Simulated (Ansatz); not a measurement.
**Nudged elastic band run: C₂H₈Mg**

Input file:

```yaml
crystal:
  periodic: [false, false, false]
  atoms:
    - { symbol: Mg, position_ang: [0.129778, -0.331279, 0.246363] }
    - { symbol: C, position_ang: [1.522416, 0.914318, 1.226194] }
    - { symbol: C, position_ang: [-1.225131, -1.681378, -0.64487] }
    - { symbol: H, position_ang: [-0.413469, 1.957472, -1.138261] }
    - { symbol: H, position_ang: [-0.926436, 1.50597, -1.495081] }
    - { symbol: H, position_ang: [2.390946, 0.346747, 1.626329] }
    - { symbol: H, position_ang: [1.938136, 1.696044, 0.552645] }
    - { symbol: H, position_ang: [1.069862, 1.449424, 2.090308] }
    - { symbol: H, position_ang: [-1.948247, -2.095929, 0.091588] }
    - { symbol: H, position_ang: [-1.828976, -1.208923, -1.45053] }
    - { symbol: H, position_ang: [-0.708778, -2.552467, -1.104785] }
basis:
  gaussian: { orbitals: def2-SVP }
hamiltonian:
  xc: pbe
  dispersion: d4
neb:
  order_check: false
  images: 5
  f_tol: 0.05
  max_iterations: 60
  final_atoms:
    - { symbol: Mg, position_ang: [-0.92578102, 0.35890387, -1.1877167] }
    - { symbol: C, position_ang: [1.2713341, 1.05921104, 0.88258566] }
    - { symbol: C, position_ang: [-1.11320442, -1.60424791, -0.44743371] }
    - { symbol: H, position_ang: [0.91203289, 1.833851, 0.17515253] }
    - { symbol: H, position_ang: [-0.89963672, 1.9187221, -1.9095136] }
    - { symbol: H, position_ang: [1.77716829, 0.24138601, 0.3344321] }
    - { symbol: H, position_ang: [1.99306836, 1.53062232, 1.57531846] }
    - { symbol: H, position_ang: [0.42898479, 0.64378632, 1.46876865] }
    - { symbol: H, position_ang: [-1.47887142, -1.6197875, 0.60302198] }
    - { symbol: H, position_ang: [-1.82418439, -2.21833698, -1.04187839] }
    - { symbol: H, position_ang: [-0.14080946, -2.14411128, -0.45283698] }
  initial_path:
    images:
      - { positions_ang: [[0.129778, -0.331279, 0.246363], [1.522416, 0.914318, 1.226194], [-1.225131, -1.681378, -0.64487], [-0.413469, 1.957472, -1.138261], [-0.926436, 1.50597, -1.495081], [2.390946, 0.346747, 1.626329], [1.938136, 1.696044, 0.552645], [1.069862, 1.449424, 2.090308], [-1.948247, -2.095929, 0.091588], [-1.828976, -1.208923, -1.45053], [-0.708778, -2.552467, -1.104785]] }
      - { positions_ang: [[-0.05169456, -0.26178959, 0.12050147], [1.46871999, 1.08092403, 1.08572123], [-1.2748532, -1.77187263, -0.62318663], [-0.07266121, 1.93586885, -0.84780515], [-0.64046719, 1.65255115, -1.3266012], [2.18248733, 0.38731207, 1.21949897], [2.01372289, 1.7997328, 0.77920456], [0.91168556, 1.3740298, 1.91777742], [-1.94337216, -2.18935334, 0.14502079], [-1.90857415, -1.40867709, -1.43553463], [-0.6848923, -2.59872704, -1.03469682]] }
      - { positions_ang: [[-0.23316712, -0.19230019, -0.00536005], [1.41502397, 1.24753006, 0.94524846], [-1.3245754, -1.86236726, -0.60150327], [0.26814659, 1.9142657, -0.55734931], [-0.35449839, 1.7991323, -1.1581214], [1.97402867, 0.42787714, 0.81266894], [2.08930978, 1.9034216, 1.00576412], [0.75350911, 1.29863561, 1.74524683], [-1.93849733, -2.28277769, 0.19845358], [-1.9881723, -1.60843119, -1.42053926], [-0.6610066, -2.64498709, -0.96460864]] }
      - { positions_ang: [[-0.41463968, -0.12281078, -0.13122158], [1.36132796, 1.41413609, 0.80477569], [-1.37429759, -1.95286189, -0.5798199], [0.60895438, 1.89266256, -0.26689346], [-0.06852958, 1.94571346, -0.9896416], [1.76557, 0.46844221, 0.4058389], [2.16489667, 2.0071104, 1.23232368], [0.59533267, 1.22324141, 1.57271625], [-1.93362249, -2.37620203, 0.25188637], [-2.06777045, -1.80818528, -1.40554388], [-0.63712089, -2.69124713, -0.89452046]] }
      - { positions_ang: [[-0.58502013, 0.03776077, -0.48338662], [1.33133001, 1.29582774, 0.83071234], [-1.28726653, -1.83665723, -0.53569117], [0.70998055, 1.87305871, -0.1195448], [-0.3455653, 1.93671634, -1.2962656], [1.7694361, 0.39275681, 0.38203664], [2.10762057, 1.84828104, 1.34665528], [0.53988338, 1.03008971, 1.53806705], [-1.7820388, -2.12406385, 0.36893157], [-1.98657509, -1.94490251, -1.28432205], [-0.47168375, -2.50886852, -0.74729263]] }
      - { positions_ang: [[-0.75540057, 0.19833232, -0.83555166], [1.30133205, 1.17751939, 0.856649], [-1.20023548, -1.72045257, -0.49156244], [0.81100672, 1.85345485, 0.02780387], [-0.62260101, 1.92771922, -1.6028896], [1.77330219, 0.31707141, 0.35823437], [2.05034447, 1.68945168, 1.46098687], [0.48443408, 0.83693801, 1.50341785], [-1.63045511, -1.87192568, 0.48597678], [-1.90537974, -2.08161974, -1.16310022], [-0.3062466, -2.3264899, -0.60006481]] }
      - { positions_ang: [[-0.92578102, 0.35890387, -1.1877167], [1.2713341, 1.05921104, 0.88258566], [-1.11320442, -1.60424791, -0.44743371], [0.91203289, 1.833851, 0.17515253], [-0.89963672, 1.9187221, -1.9095136], [1.77716829, 0.24138601, 0.3344321], [1.99306836, 1.53062232, 1.57531846], [0.42898479, 0.64378632, 1.46876865], [-1.47887142, -1.6197875, 0.60302198], [-1.82418439, -2.21833698, -1.04187839], [-0.14080946, -2.14411128, -0.45283698]] }
```

Run as:

```bash
$ ansatz run input.yaml --threads 2 --pin off --max-ram 3072MiB --backend cpu --events-out ev --progress --plain --runs-dir out
```

Output, in part (warnings, iteration lines, the closing report on the highest movable image, with atoms numbered from 0):

```
NEB end point (image 0): max|allowed force component| = 8.009e-3 eV/Å (the criterion of neb.relax_end_points is 1.000e-2)
NEB end point (image 6): max|allowed force component| = 9.009e-3 eV/Å (the criterion of neb.relax_end_points is 1.000e-2)
NEB iter   1: max|band force component| = 7.491e0 eV/Å  barrier→ = 2.5523 eV  barrier← = 3.0478 eV  Δτ_max = 0.1992 Å  (178 SCF iters)
NEB iter   2: max|band force component| = 1.535e0 eV/Å  barrier→ = 1.3128 eV  barrier← = 1.8084 eV  Δτ_max = 0.2000 Å  (142 SCF iters)
NEB iter   3: max|band force component| = 1.884e0 eV/Å  barrier→ = 0.7041 eV  barrier← = 1.1997 eV  Δτ_max = 0.0997 Å  (138 SCF iters)
NEB iter   4: max|band force component| = 9.071e-1 eV/Å  barrier→ = 0.5803 eV  barrier← = 1.0759 eV  Δτ_max = 0.1993 Å  (132 SCF iters)
NEB iter   5: max|band force component| = 8.093e-1 eV/Å  barrier→ = 0.3773 eV  barrier← = 0.8728 eV  Δτ_max = 0.1987 Å  (129 SCF iters)
NEB iter   6: max|band force component| = 1.189e0 eV/Å  barrier→ = 0.8459 eV  barrier← = 1.3415 eV  Δτ_max = 0.0987 Å  (135 SCF iters)
NEB iter   7: max|band force component| = 7.996e-1 eV/Å  barrier→ = 0.6842 eV  barrier← = 1.1798 eV  CI = image 3  Δτ_max = 0.1950 Å  (133 SCF iters)
NEB iter   8: max|band force component| = 1.293e0 eV/Å  barrier→ = 1.0506 eV  barrier← = 1.5462 eV  CI = image 3  Δτ_max = 0.1022 Å  (137 SCF iters)
NEB iter   9: max|band force component| = 6.346e-1 eV/Å  barrier→ = 0.9624 eV  barrier← = 1.4580 eV  CI = image 3  Δτ_max = 0.1287 Å  (136 SCF iters)
NEB iter  10: max|band force component| = 3.799e-1 eV/Å  barrier→ = 0.9581 eV  barrier← = 1.4536 eV  CI = image 3  Δτ_max = 0.1093 Å  (130 SCF iters)
NEB iter  11: max|band force component| = 1.793e-1 eV/Å  barrier→ = 0.9289 eV  barrier← = 1.4244 eV  CI = image 3  Δτ_max = 0.0469 Å  (134 SCF iters)
NEB iter  12: max|band force component| = 5.137e-2 eV/Å  barrier→ = 0.9197 eV  barrier← = 1.4153 eV  CI = image 3  Δτ_max = 0.0342 Å  (134 SCF iters)
NEB iter  13: max|band force component| = 4.196e-2 eV/Å  barrier→ = 0.9179 eV  barrier← = 1.4135 eV  CI = image 3  Δτ_max = 0.0000 Å  (253 SCF iters)
Total energy: -7636.53394721 eV, -280.6374463314 hartree
Atom 0 at    -0.335987     0.055341    -0.334937 Å, force    -0.001674    -0.020468     0.022358 eV/Å
Atom 1 at     1.294775     1.118447     0.823857 Å, force     0.020654    -0.026828    -0.027462 eV/Å
Atom 2 at    -1.298818    -1.786263    -0.602662 Å, force    -0.002270     0.008418    -0.014425 eV/Å
Atom 3 at     0.355656     1.691408    -0.253387 Å, force    -0.045862     0.032516     0.020043 eV/Å
Atom 4 at    -0.381903     1.860755    -0.976935 Å, force     0.033124     0.000881    -0.009599 eV/Å
Atom 5 at     2.154986     0.450097     0.584858 Å, force     0.000703     0.011248     0.003491 eV/Å
Atom 6 at     1.713101     2.147097     0.852928 Å, force     0.004717    -0.005860     0.004589 eV/Å
Atom 7 at     0.967206     0.896991     1.866416 Å, force    -0.014792     0.003615    -0.011437 eV/Å
Atom 8 at    -2.093820    -1.943948     0.157569 Å, force     0.002309     0.001233     0.002186 eV/Å
Atom 9 at    -1.782957    -1.851126    -1.599960 Å, force     0.001694    -0.005564     0.006863 eV/Å
Atom 10 at    -0.592137    -2.638802    -0.517847 Å, force     0.001398     0.000810     0.003393 eV/Å
Dipole moment:     0.099595    -0.008732     0.093928 e Å
```

The run converged. Neighbouring images differ by up to 1.2 eV, so the band resolves the path poorly. A vibrational analysis at the climbing image gives one clearly imaginary mode, 1181i cm⁻¹: a first-order saddle point. The orbitals stay closed-shell, which can raise the energy where a bond breaks towards radicals; this wasn't checked here.

Final band (atoms are numbered from 1 in the order of the input):

```csv
image,path coordinate (Å),energy (eV),Mg1–C2 (Å),H4–H5 (Å),Mg1–H5 (Å)
0,0.00,0.00,2.11,0.77,2.74
1,1.08,0.00,2.11,0.77,2.78
2,2.15,0.13,2.11,0.78,2.57
3,3.23,0.92,2.27,1.05,1.92
4,4.26,-0.32,2.92,1.98,1.73
5,5.30,-0.48,3.22,2.54,1.72
6,6.34,-0.50,3.10,2.76,1.72
```

The run took 72 s on 2 threads of Arm Neoverse V2 (shared host), peak memory 0.12 GiB.
